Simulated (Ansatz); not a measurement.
# NClO, singlet: the ladder up to full CI

Geometry: MP2(full)/6-31G*, from the G2/97 set.

```yaml
atoms:
  - { symbol: Cl, position_ang: [-0.5258, -0.9400, 0.0000] }
  - { symbol: N, position_ang: [0.0119, 1.0183, 0.0000] }
  - { symbol: O, position_ang: [1.1546, 1.1916, 0.0000] }
```

Basis STO-3G; Ansatz 0.2.0. Correlated methods freeze the noble-gas cores, which leaves 18 electrons in 12 orbitals. R marks a restricted (for open shells ROHF) determinant, U an unrestricted one. Active spaces: valence = (18e, 12o) chosen from the atoms' valence shells.

Full CI is exact within this basis and frozen core; it isn't the basis-set limit. The frozen core follows each run's orbitals, which can shift R against U totals by a few meV.

Unrestricted rows (U) aren't spin-pure: their determinants' ⟨S²⟩ exceeds S(S+1) by up to 0.69, so they mix in states of higher spin. HF rows are the lowest solutions found. Coupled cluster chose its determinant by trial CCSD, here up to 0.08 eV above the lowest Hartree–Fock solution of its kind, and MP2 stands on that determinant too.

The UHF ⟨S²⟩ is 0.691 and the ⟨S²⟩ of the determinant under UCCSD is 0.599. The T1 diagnostic (RCCSD) is 0.0177. The largest doubles amplitude (RCCSD) is 0.213.

```csv
level,E − E(full CI) (mEh),share of correlation (%),wall time
RHF,188.38,0.00,–
UHF,174.96,7.12,0.55 s
RMP2,26.23,86.08,–
UMP2,59.32,68.51,–
CISD,22.15,88.24,0.15 s
RCCSD,11.76,93.76,–
UCCSD*,11.60,93.84,–
RCCSD(T),3.15,98.33,0.25 s
UCCSD(T)*,4.99,97.35,2.4 s
BCCD(T),2.82,98.50,0.3 s
RCCSDT,1.24,99.34,–
UCCSDT,0.88,99.54,–
CISDTQ,1.17,99.38,0.37 s
RCCSDT(Q),0.20,99.89,0.68 s
UCCSDT(Q),-0.24,100.13,7 s
RCCSDTQ,0.13,99.93,8.5 s
UCCSDTQ,0.14,99.93,2 min
```

An asterisk marks runs whose energy the program itself flagged as in doubt.

The correlation energy at full CI, counted from RHF, is -5.126 eV. That run took 0.39 s on 1 thread of AMD EPYC 7R13, shared host over 24,202 determinants.

Run but not shown, since their state or frozen core can't be matched to the reference's or they repeat it: CASSCF (valence space), NEVPT2 (valence space), MRCISD (valence space), MRCISD+Q (valence space).

Times hold each run's SCF and search for its determinant on a shared host, so for small cases they say little of a method's own cost; they ran on 1 thread of AMD EPYC 7R13.

Not variational, and here over 5 meV under the exact energy: UCCSDT(Q).

The full-CI state has the irrep A' of Cs, in the program's axes.

Natural occupations of full CI about the gap: 1.983 1.974 1.965 1.910 1.867 0.169 0.117 0.029; effectively unpaired electrons, Σ n²(2−n)², 0.25.

Atomization energy (electronic, same basis, no zero-point term; atoms at the same level, unrestricted beside the R rows where the molecule is a closed shell, with restricted open-shell steps beyond CCSDT(Q)) at full CI: 483.4 kJ/mol. Errors of other levels:

| level | error (kJ/mol) |
| --- | --- |
| RHF | -494.6 |
| UHF | -459.4 |
| RMP2 | -68.9 |
| UMP2 | -155.7 |
| CISD | -58.1 |
| RCCSD | -30.9 |
| UCCSD* | -30.4 |
| RCCSD(T) | -8.3 |
| UCCSD(T)* | -13.1 |
| BCCD(T) | -7.4 |
| RCCSDT | -3.2 |
| UCCSDT | -2.3 |
| CISDTQ | -3.1 |
| RCCSDT(Q) | -0.5 |
| UCCSDT(Q) | 0.6 |
| RCCSDTQ | -0.3 |
| UCCSDTQ | -0.4 |

This basis is far from its limit, so the value isn't to be set against a measured one. Truncated CI isn't size-consistent, which counts against it in atomization.
